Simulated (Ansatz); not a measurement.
# AlO2+ (triplet): the correlation ladder, cc-pVTZ

An exercise on one series of results from a longer session: the logs are not shown, and one member is left open.

The runs use Ansatz 0.2.0, Gaussian basis; cc-pVTZ, core rule «outside noble gas», up to 7 orbitals frozen.

To be run: UHF; CCSD(T) on ROHF; CCSD(T) on UHF; BCCD(T) on ROHF; CCSDT(Q) on ROHF; CCSDT(Q) on UHF.

9 further runs of the same task are left out: 4 for a known fault of the program, 5 set aside as unsound or not needed.

## The system

The geometry is a PBE0/def2-TZVP stationary point (not a proven minimum) of the parent state, kept for this charge and spin.

3 atoms, charge 1, spin multiplicity 3.

Atoms are counted from 1 here; the program's logs count them from 0.

Bond lengths: Al1–O2 1.646 Å, Al1–O3 1.646 Å. Angles: O2–Al1–O3 180.0°.

As a file:

```xyz
3
AlO2
Al    0.0000    0.0000    0.0000
O     0.0000    0.0000   -1.6459
O     0.0000    0.0000    1.6459
```

The first run:

in.yaml reads:

```yaml
crystal:
  periodic: [false, false, false]
  atoms:
    - {symbol: Al, position_ang: [0.000000, 0.000000, 0.000000]}
    - {symbol: O, position_ang: [0.000000, 0.000000, -1.645900]}
    - {symbol: O, position_ang: [0.000000, 0.000000, 1.645900]}
basis:
  gaussian: {orbitals: cc-pVTZ}
total_charge: 1
magnetization: {spin_polarized: true, initial_magnetization: 2}
hamiltonian: {xc: hf}
output: {orbitals: {seedname: orbitals}}
```

On the command line:

```
ansatz run in.yaml --threads 1 --pin off --events-out ev --progress --plain --max-ram 2560MiB --backend cpu
```

Steps of the session up to this table: UHF; CCSD(T) on ROHF; CCSD(T) on UHF; BCCD(T) on ROHF; CCSDT(Q) on ROHF; CCSDT(Q) on UHF.

One table of the session follows, with a row left open; its other results are not shown here.

| method | from UCCSDT(Q) (kcal/mol) |
| --- | --- |
| ROHF | +289.69 |
| UHF | +284.12 |
| RMP2 | +23.70 |
| UMP2 | +24.12 |
| RCCSD | +10.21 |
| UCCSD | +10.09 |
| RCCSD(T) | +1.24 |
| UCCSD(T) | +1.21 |
| BCCD(T) | +1.24 |
| RCCSDT | +0.56 |
| UCCSDT | +0.51 |
| RCCSDT(Q) | ? |
| UCCSDT(Q) | 0 |

**Question.** Estimate the row for RCCSDT(Q).

As computed: from UCCSDT(Q) (kcal/mol): +0.14. In the column «from UCCSDT(Q) (kcal/mol)» it lies between UCCSDT(Q) (0) and UCCSDT (+0.51).

To keep in mind: Restricted and unrestricted rows rest on different reference determinants; where their highest levels disagree by more than a few hundredths of an eV, they describe different states and don't form one ladder.
